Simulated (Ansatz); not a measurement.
# H5N2Si (charge -1): two geometries relaxed

Aim: relax the geometries before and after the rotation by 120° about the Si2–N3 bond, and see whether they are two minima and how far apart in energy. SMILES of the start: [NH-][SiH2]N.

All numbers below are computed with Ansatz 0.2.0 (RKS PBE/def2-SVP).

## 1. The starting structure

Bond lengths: N1–Si2 1.647 Å, Si2–N3 1.797 Å, N1–H4 1.019 Å, Si2–H5 1.491 Å, Si2–H6 1.549 Å, N3–H7 1.014 Å, N3–H8 1.013 Å. Angles: N1–Si2–N3 118.2°, N1–Si2–H5 110.9°, N1–Si2–H6 120.0°, N3–Si2–H5 101.5°, N3–Si2–H6 101.3°, H5–Si2–H6 102.3°, Si2–N1–H4 116.2°, Si2–N3–H7 113.7°, Si2–N3–H8 111.4°, H7–N3–H8 106.7°.

Structure file:

```xyz
8

N    -1.2567    0.4162   -1.2739
Si    0.0892    0.4894   -0.3280
N     0.6032   -0.9995    0.5361
H    -2.0905    0.0244   -0.8393
H     1.2986    0.7884   -1.1480
H     0.1859    1.5458    0.8009
H     1.3399   -0.8436    1.2147
H    -0.1698   -1.4210    1.0374
```

## 2. End point A

The input, input.yaml:

```yaml
crystal:
  periodic: [false, false, false]
  atoms:
    - { symbol: "N", position_ang: [-1.25667, 0.41619, -1.27387] }
    - { symbol: Si, position_ang: [0.08925, 0.48935, -0.32804] }
    - { symbol: "N", position_ang: [0.60322, -0.99954, 0.53611] }
    - { symbol: H, position_ang: [-2.09049, 0.0244, -0.83926] }
    - { symbol: H, position_ang: [1.29861, 0.78837, -1.14795] }
    - { symbol: H, position_ang: [0.18593, 1.54582, 0.80087] }
    - { symbol: H, position_ang: [1.33989, -0.84357, 1.21471] }
    - { symbol: H, position_ang: [-0.16975, -1.42101, 1.03744] }
total_charge: -1
basis:
  gaussian: { orbitals: def2-SVP }
hamiltonian:
  xc: pbe
relax:
  f_tol: 0.015
  max_steps: 40
output:
  orbitals: {}
```

On the command line:

```
ansatz run input.yaml --threads 1 --pin off --max-ram 2048MiB --backend cpu --events-out ev --progress --plain --runs-dir out
```

The log of the run (excerpt; [...] marks lines left out):

```text
Warning: RAYON_NUM_THREADS=1 ignored (pool sized by the plan → 1); use --threads N
[...]
Functional definition: PBE
[...]
830 factors; their error is unknown
[...]
mean field -10926.53114176 eV, -401.5426131910 hartree, gradient 6.4e-5 eV, S^2 0.000000; 0 other end points of the search recorded, 0 dependent functions left out
[...]
reference -10926.53117214 eV, -401.5426143072 hartree; 17, 17 occupied and 54, 54 virtual orbitals, 830 factors
relax step   1: F+E_penalty+E_count = -10926.53114176 eV  Δ(F+E_penalty+E_count) = +0.000e0 eV  max|allowed force component| = 8.630e-1 eV/Å  Δτ_max = 0.0000 Å  (25 SCF iters, accepted)
[...]
relax step   4: F+E_penalty+E_count = -10926.58929979 eV  Δ(F+E_penalty+E_count) = +3.931e-2 eV  max|allowed force component| = 9.211e-1 eV/Å  Δτ_max = 0.2000 Å  (35 SCF iters, rejected (line search))
[...]
relax step   7: F+E_penalty+E_count = -10926.66241630 eV  Δ(F+E_penalty+E_count) = -2.146e-3 eV  max|allowed force component| = 3.715e-1 eV/Å  Δτ_max = 0.1248 Å  (27 SCF iters, accepted)
[...]
relax step  10: F+E_penalty+E_count = -10926.69596389 eV  Δ(F+E_penalty+E_count) = -1.327e-2 eV  max|allowed force component| = 2.600e-1 eV/Å  Δτ_max = 0.0978 Å  (28 SCF iters, accepted)
[...]
relax step  13: F+E_penalty+E_count = -10926.71329086 eV  Δ(F+E_penalty+E_count) = +1.087e-2 eV  max|allowed force component| = 7.169e-1 eV/Å  Δτ_max = 0.2000 Å  (28 SCF iters, rejected (line search))
[...]
relax step  14: F+E_penalty+E_count = -10926.73913884 eV  Δ(F+E_penalty+E_count) = -1.498e-2 eV  max|allowed force component| = 2.538e-1 eV/Å  Δτ_max = 0.0977 Å  (27 SCF iters, accepted)
```

## 3. The log goes on: end point A relaxed

Output, continued (excerpt; [...] marks lines left out):

```text
[...]
830 factors; their error is unknown
mean field -10926.74343744 eV, -401.5504149133 hartree, gradient 1.5e-5 eV, S^2 0.000000; 0 other end points of the search recorded, 0 dependent functions left out
[...]
reference -10926.74346807 eV, -401.5504160390 hartree; 17, 17 occupied and 54, 54 virtual orbitals, 830 factors
relax step  15: F+E_penalty+E_count = -10926.74343744 eV  Δ(F+E_penalty+E_count) = -4.299e-3 eV  max|allowed force component| = 2.163e-1 eV/Å  Δτ_max = 0.0788 Å  (28 SCF iters, accepted)
[...]
relax step  17: F+E_penalty+E_count = -10926.74838442 eV  Δ(F+E_penalty+E_count) = -4.947e-3 eV  max|allowed force component| = 6.412e-2 eV/Å  Δτ_max = 0.0733 Å  (28 SCF iters, accepted)
[...]
reference -10926.75013573 eV, -401.5506610708 hartree; 17, 17 occupied and 54, 54 virtual orbitals, 830 factors
Total energy: -10926.75013573 eV, -401.5506610708 hartree
Atom 0 at    -1.343739     0.300986    -1.132687 Å, force    -0.000729     0.000517    -0.001076 eV/Å
Atom 1 at     0.134105     0.477417    -0.355586 Å, force     0.002679     0.004043     0.006395 eV/Å
Atom 2 at     0.827460    -0.830236     0.748524 Å, force     0.002142     0.003515    -0.000163 eV/Å
Atom 3 at    -2.120553     0.314776    -0.444598 Å, force    -0.001761    -0.000479     0.000598 eV/Å
Atom 4 at     1.235684     0.601455    -1.410644 Å, force     0.001727    -0.002109    -0.002090 eV/Å
Atom 5 at     0.425584     1.667477     0.621678 Å, force    -0.002204    -0.002706    -0.001875 eV/Å
Atom 6 at     0.296303    -0.794658     1.634935 Å, force    -0.001102     0.000898     0.000591 eV/Å
Atom 7 at     0.545147    -1.737207     0.338389 Å, force    -0.000753    -0.003679    -0.002381 eV/Å
Dipole moment:    -0.011374    -0.383233     0.545290 e Å
```

Run time: 87 s. Hardware: 1 thread of Intel Xeon at 2.50GHz (Skylake/Cascade Lake), shared host; peak memory 0.13 GiB.

Relaxation path:

| step | energy from step 1 (eV) | largest force component (eV/Å) |
| --- | --- | --- |
| 1 | 0.0000 | 0.8630 |
| 2 | -0.0847 | 0.6270 |
| 3 | -0.0975 | 0.9767 |
| 4x | -0.0582 | 0.9211 |
| 5 | -0.1220 | 0.3726 |
| 6 | -0.1291 | 0.1435 |
| 7 | -0.1313 | 0.3715 |
| 8x | -0.1294 | 0.8680 |
| 9 | -0.1516 | 0.2691 |
| 10 | -0.1648 | 0.2600 |
| 11 | -0.1669 | 0.7341 |
| 12 | -0.1930 | 0.2129 |
| 13x | -0.1821 | 0.7169 |
| 14 | -0.2080 | 0.2538 |
| 15 | -0.2123 | 0.2163 |
| 16x | -0.2087 | 0.3229 |
| 17 | -0.2172 | 0.0641 |
| 18 | -0.2180 | 0.0480 |
| 19x | -0.2172 | 0.1248 |
| 20 | -0.2187 | 0.0274 |
| 21 | -0.2188 | 0.0582 |
| 22 | -0.2189 | 0.0180 |
| 23 | -0.2189 | 0.0249 |
| 24 | -0.2190 | 0.0064 |

Step 1 is the start. 5 steps were tried and not accepted (marked x).

After: Bond lengths: N1–Si2 1.679 Å, Si2–N3 1.847 Å, N1–H4 1.038 Å, Si2–H5 1.530 Å, Si2–H6 1.567 Å, N3–H7 1.034 Å, N3–H8 1.035 Å. Angles: N1–Si2–N3 122.2°, N1–Si2–H5 108.8°, N1–Si2–H6 122.1°, N3–Si2–H5 101.5°, N3–Si2–H6 95.5°, H5–Si2–H6 103.6°, Si2–N1–H4 110.5°, Si2–N3–H7 107.2°, Si2–N3–H8 106.3°, H7–N3–H8 103.3°.

## 4. End point B

The second end starts from a geometry with the move made by hand.

Edit input.yaml of step 2 so:

```diff
@@ -9,4 +9,4 @@
     - { symbol: H, position_ang: [0.18593, 1.54582, 0.80087] }
-    - { symbol: H, position_ang: [1.33989, -0.84357, 1.21471] }
-    - { symbol: H, position_ang: [-0.16975, -1.42101, 1.03744] }
+    - { symbol: H, position_ang: [-0.14208, -1.44584, 1.05846] }
+    - { symbol: H, position_ang: [0.96393, -1.69406, -0.1073] }
 total_charge: -1
@@ -19,3 +19 @@
   max_steps: 40
-output:
-  orbitals: {}
```

On the command line:

```
ansatz run input.yaml --threads 1 --pin off --max-ram 2048MiB --backend cpu --events-out ev --progress --plain --runs-dir out
```

The log of the run (excerpt; [...] marks lines left out):

```text
Warning: RAYON_NUM_THREADS=1 ignored (pool sized by the plan → 1); use --threads N
[...]
Functional definition: PBE
[...]
830 factors; their error is unknown
[...]
mean field -10926.57360960 eV, -401.5441738551 hartree, gradient 7.8e-5 eV, S^2 0.000000; 0 other end points of the search recorded, 0 dependent functions left out
[...]
reference -10926.57364092 eV, -401.5441750062 hartree; 17, 17 occupied and 54, 54 virtual orbitals, 830 factors
relax step   1: F+E_penalty+E_count = -10926.57360960 eV  Δ(F+E_penalty+E_count) = +0.000e0 eV  max|allowed force component| = 1.074e0 eV/Å  Δτ_max = 0.0000 Å  (25 SCF iters, accepted)
[...]
relax step   4: F+E_penalty+E_count = -10926.70121769 eV  Δ(F+E_penalty+E_count) = +4.466e-3 eV  max|allowed force component| = 5.415e-1 eV/Å  Δτ_max = 0.1983 Å  (28 SCF iters, rejected (line search))
[...]
reference -10926.75014815 eV, -401.5506615273 hartree; 17, 17 occupied and 54, 54 virtual orbitals, 830 factors
Total energy: -10926.75014815 eV, -401.5506615273 hartree
Atom 0 at    -1.223782     0.353929    -1.416078 Å, force    -0.004333    -0.000986     0.000431 eV/Å
Atom 1 at     0.081314     0.452390    -0.364417 Å, force     0.005185     0.001972     0.004397 eV/Å
Atom 2 at     0.757665    -1.028309     0.507349 Å, force    -0.006462    -0.006309     0.001048 eV/Å
Atom 3 at    -2.093739     0.127640    -0.897142 Å, force     0.003352     0.000861    -0.001457 eV/Å
Atom 4 at     1.308838     0.932366    -1.142544 Å, force    -0.001162    -0.000523    -0.001804 eV/Å
Atom 5 at     0.063795     1.375655     0.901413 Å, force    -0.002231     0.000234    -0.000288 eV/Å
Atom 6 at     0.092631    -1.268214     1.262285 Å, force     0.005481     0.001395    -0.007729 eV/Å
Atom 7 at     0.664978    -1.820768    -0.151846 Å, force     0.000169     0.003356     0.005403 eV/Å
Dipole moment:    -0.046543    -0.508475     0.427010 e Å
```

Wall time 53 s (1 thread of Intel Xeon at 2.50GHz (Skylake/Cascade Lake), shared host); peak memory 0.13 GiB.

Relaxation path:

| step | energy from step 1 (eV) | largest force component (eV/Å) |
| --- | --- | --- |
| 1 | 0.0000 | 1.0737 |
| 2 | -0.1125 | 0.5865 |
| 3 | -0.1321 | 1.1727 |
| 4x | -0.1276 | 0.5415 |
| 5 | -0.1680 | 0.1757 |
| 6x | -0.1249 | 0.7013 |
| 7 | -0.1715 | 0.0287 |
| 8 | -0.1737 | 0.0274 |
| 9 | -0.1749 | 0.1039 |
| 10 | -0.1758 | 0.0881 |
| 11 | -0.1762 | 0.0262 |
| 12 | -0.1764 | 0.0222 |
| 13x | -0.1731 | 0.2548 |
| 14 | -0.1765 | 0.0063 |
| 15 | -0.1765 | 0.0077 |

Step 1 is the start. 3 steps were tried and not accepted (marked x).

After: Bond lengths: N1–Si2 1.679 Å, Si2–N3 1.847 Å, N1–H4 1.038 Å, Si2–H5 1.531 Å, Si2–H6 1.567 Å, N3–H7 1.034 Å, N3–H8 1.035 Å. Angles: N1–Si2–N3 122.2°, N1–Si2–H5 108.9°, N1–Si2–H6 122.1°, N3–Si2–H5 101.4°, N3–Si2–H6 95.5°, H5–Si2–H6 103.6°, Si2–N1–H4 110.6°, Si2–N3–H7 107.2°, Si2–N3–H8 106.3°, H7–N3–H8 103.3°.

## 5. Outcome

| quantity | value |
| --- | --- |
| end A | 18 moves, 0.219 eV lower |
| end B | 11 moves, 0.177 eV lower |
| largest difference between the ends | 0.00 Å |
| end B relative to end A | -0.000 eV |

Both starts fell into the same minimum (no atom differs by more than 0.00 Å), so from this start no second minimum was found and no band was run; another arrangement could still be one.
